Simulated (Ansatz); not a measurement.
# H3OSi, SMILES [O][SiH3]: a rigid scan of one bond length

Run with the Ansatz DFT code, driven from Python.

`h3osi.py`:
```python
# -*- coding: utf-8 -*-
"""Stretching a bond of H3OSi, the rest held rigid."""

import ansatz
import numpy as np

GEOMETRY = """
O    -1.41661    0.26785    0.69021
Si   -0.06585    0.00784    0.01987
H    -0.12065   -0.24240   -1.44749
H     0.68589   -1.15926    0.57293
H     0.91721    1.12596    0.16448
"""

system = ansatz.Crystal.molecule()
for line in GEOMETRY.strip().splitlines():
    symbol, *xyz = line.split()
    system = system.atom(symbol, [float(v) for v in xyz])

symbols = [site.symbol for site in system.cartesian_sites]
start = np.array([site.position_ang for site in system.cartesian_sites])
axis = (start[0] - start[1]) / np.linalg.norm(start[0] - start[1])
moving = [0]
lengths, energies = [1.347, 1.408, 1.469, 1.53, 1.591, 1.653, 1.714, 1.806], []
for length in lengths:
    xyz = start.copy()
    xyz[moving] += (length - np.linalg.norm(start[0] - start[1])) * axis
    point = ansatz.Crystal.molecule()
    for symbol, place in zip(symbols, xyz):
        point = point.atom(symbol, place.tolist())
    setup = (
        point.calculation()
        .basis(gaussian="def2-SVP")
        .correlation("ccsd_t", electrons="valence")
        .spin("collinear", total=1)
    )
    r = setup.run(threads=1, backend="cpu").report
    energies.append(r["free_energy_ev"])
    print(f"r = {length:6.3f} A  E = {energies[-1]:.5f} eV  <S^2> = {abs(r['mean_field']['state']['spin_squared']):.3f}")

# quartic fit about the minimum
fit = np.polynomial.Polynomial.fit(lengths, np.array(energies) - min(energies), 4).convert()
roots = [r.real for r in fit.deriv().roots() if abs(r.imag) < 1e-9 and fit.deriv(2)(r.real) > 0]
r_e = min(roots, key=lambda r: abs(r - lengths[int(np.argmin(energies))]))
print(f"minimum of the fit at {r_e:.4f} A, force constant {fit.deriv(2)(r_e):.2f} eV/A^2")
```

Running `python h3osi.py` prints:
```text
r =  1.347 A  E = -9946.53626 eV  <S^2> = 0.766
r =  1.408 A  E = -9947.73638 eV  <S^2> = 0.762
r =  1.469 A  E = -9948.54310 eV  <S^2> = 0.759
r =  1.530 A  E = -9949.05809 eV  <S^2> = 0.758
r =  1.591 A  E = -9949.35537 eV  <S^2> = 0.757
r =  1.653 A  E = -9949.49108 eV  <S^2> = 0.756
r =  1.714 A  E = -9949.50277 eV  <S^2> = 0.756
r =  1.806 A  E = -9949.35979 eV  <S^2> = 0.757
minimum of the fit at 1.6920 A, force constant 26.04 eV/A^2
```

Notes:
- The settings weren't tested for convergence.
- The rest of the molecule is held rigid at a force-field or estimated start geometry, and the basis set is modest; single-reference methods fail as a bond breaks.
- The species is open-shell (spin multiplicity 2).
- S² is that of the Hartree-Fock reference.
- It ran for 38 s on 1 thread of Intel(R) Xeon(R) 6975P-C (Granite Rapids) (shared host), peak memory 0.22 GiB.

(A comment or docstring line of the script was reworded after the run, the code is as it ran; lines on the test bed's own set-up are left out of the output.)
